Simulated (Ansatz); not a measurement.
Relaxation of ClH7Si2 (10 atoms, charge 0, multiplicity 1), to a largest force component of 0.03 eV/Å in at most 50 steps.

Computed with Ansatz, RKS PBE0/def2-SVPD.

```xyz
10
Properties=species:S:1:pos:R:3:forces:R:3
Si -0.902 1.502 0.001 -0.61 0.61 0.56
Si 0.839 -1.564 -0.114 -0.27 -0.77 0.46
H -1.589 2.620 -0.702 0.01 -0.01 0.01
H -1.899 0.624 0.674 0.04 0.02 -0.02
Cl 0.330 2.335 1.466 -0.04 -0.02 -0.04
H 1.418 -0.504 -0.915 0.59 0.34 -0.44
H -0.053 0.750 -0.899 0.22 -0.18 -0.49
H 1.800 -2.688 0.084 -0.01 0.00 -0.01
H 0.443 -1.008 1.217 0.03 -0.02 -0.06
H -0.386 -2.067 -0.812 0.04 0.02 0.03
```

**Question.** Where does it end, and by what steps?

**Answer.** The forces met the threshold. After 4 steps the energy has fallen by 0.189 eV; H6 moved furthest, 0.69 Å.

```json
{"step": "0", "energy less start (eV)": "0.0000", "largest force component (eV/Å)": "0.767", "accepted": "yes"}
{"step": "1", "energy less start (eV)": "-0.1303", "largest force component (eV/Å)": "0.189", "accepted": "yes"}
{"step": "2", "energy less start (eV)": "-0.1600", "largest force component (eV/Å)": "0.091", "accepted": "yes"}
{"step": "3", "energy less start (eV)": "-0.1824", "largest force component (eV/Å)": "0.173", "accepted": "yes"}
{"step": "4", "energy less start (eV)": "-0.1894", "largest force component (eV/Å)": "0.022", "accepted": "yes"}
```

```xyz
10
Properties=species:S:1:pos:R:3
Si -1.129 1.771 0.041
Si 1.039 -1.820 -0.134
H -1.837 2.931 -0.560
H -2.085 0.860 0.726
Cl 0.212 2.494 1.462
H 1.922 -0.969 -0.985
H -0.352 1.041 -0.995
H 1.766 -3.071 0.233
H 0.665 -1.074 1.103
H -0.200 -2.165 -0.892
```

Run time: 17 s on 4 threads of Arm Neoverse N1 (shared host), peak memory 0.32 GiB.
